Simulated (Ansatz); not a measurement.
`CCCC(C)CC`. The species carries charge 0 and has multiplicity 1.

```xyz
23

C    -1.003    1.819   -1.836
C    -1.677    0.549   -1.345
C    -0.704   -0.533   -0.890
C     0.238   -0.155    0.252
C    -0.528    0.271    1.497
C     1.186   -1.318    0.538
C     2.307   -1.002    1.514
H    -0.454    2.323   -1.036
H    -0.290    1.602   -2.636
H    -1.735    2.530   -2.227
H    -2.295    0.136   -2.150
H    -2.373    0.791   -0.535
H    -1.275   -1.421   -0.588
H    -0.096   -0.841   -1.750
H     0.854    0.692   -0.076
H    -1.172   -0.542    1.849
H    -1.164    1.137    1.304
H     0.145    0.541    2.313
H     0.600   -2.168    0.911
H     1.623   -1.648   -0.411
H     2.895   -0.146    1.172
H     2.988   -1.850    1.618
H     1.929   -0.766    2.512
```

Task: Give the diagnostics of a CCSD(T)/def2-TZVPP run (frozen core, the Gaussian-basis code of Ansatz). (Best estimate.)

Result: Ansatz gave: T1 = 0.0085, largest single amplitude 0.009, largest double 0.009, (T) share of the correlation energy 3.8 %, 7 CCSD cycles. The RHF solution is stable towards an unrestricted one. T1 lies under the customary mark of 0.02 for closed shells.
